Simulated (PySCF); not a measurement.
Saddle point of SiNH$_{7}$O, singlet (SiNH₅ ([NH2][SiH3]) + H₂O → SiH₄O ([OH][SiH3]) + NH₃; bonds formed: Si1–O7, N2–H6; bonds broken: Si1–N2, H6–O7), PBE0-D4/def2-TZVP structure:

```
10
angstrom
Si -0.7704 0.0544 -0.3830
N 0.4600 -0.7187 0.8112
H -1.7721 -1.0869 -0.3071
H -1.5917 1.1499 0.1841
H -0.4596 -0.0321 -1.8388
H 1.0988 0.2522 0.4602
O 0.8195 1.2957 -0.2187
H 0.1483 -0.7419 1.7749
H 0.7741 -1.6449 0.5506
H 1.2931 1.4722 -1.0333
```

Energies are electronic, without zero-point energy. Barriers and step energies count from the start structure reached by relaxing down the imaginary mode; all methods use the PBE0-D4 structures, on which another method's saddle can fall below an end. PySCF 2.14 with density fitting (its default auxiliary sets; JK sets also for MP2 and CCSD(T)); basis: def2-TZVPP, with def2-QZVPP for the basis limit; cores frozen in the correlated methods. B3LYP uses VWN-RPA correlation. Extrapolation: Hartree–Fock as exp(−7.88 √X), correlation as X^−2.97.

```
   method  barrier (kJ/mol)  step energy (kJ/mol)
    SPW92              53.5                 -35.4
   PBE-D4                 ?                 -30.4
r2SCAN-D4              93.0                 -35.8
  PBE0-D4              97.3                 -30.9
 B3LYP-D4                 ?                 -31.2
 BHLYP-D4             122.6                 -33.6
  wB97M-V             103.6                 -36.2
       HF             165.1                 -30.1
      MP2                 ?                 -32.8
     CCSD             120.4                 -32.3
  CCSD(T)             111.9                 -32.7
```

Problem. Fill in the withheld barriers. (Judge from chemistry; the value comes from the calculation.)

Solution. The calculation gives: PBE-D4 85.5; MP2 105.9; B3LYP-D4 109.5 kJ/mol. Each is the energy of the saddle less that of the start structure, by the same method.

For comparison, the barrier by CCSD(T) at an estimated basis limit (MP2 extrapolated from triple and quadruple zeta, plus CCSD(T) − MP2 in triple zeta) is 111.9 kJ/mol.

T1 diagnostic: at most 0.011. The end structure is not quite a true minimum (one mode of 51i cm⁻¹).

The step is the kind of ligand exchange by which a precursor binds to a hydroxyl group, or is hydrolysed, in atomic layer deposition of oxides.

Labels in which every atom is bracketed show which atoms are joined, not bond orders.

For scale, one of the runs: CCSD(T)/def2-TZVPP, 202 basis functions, launched by `OMP_NUM_THREADS=4 python run.py`. Hardware: 4 CPU threads of an Arm Neoverse V1, shared host. Wall time 6.2 min; peak host memory 2.5 GiB.
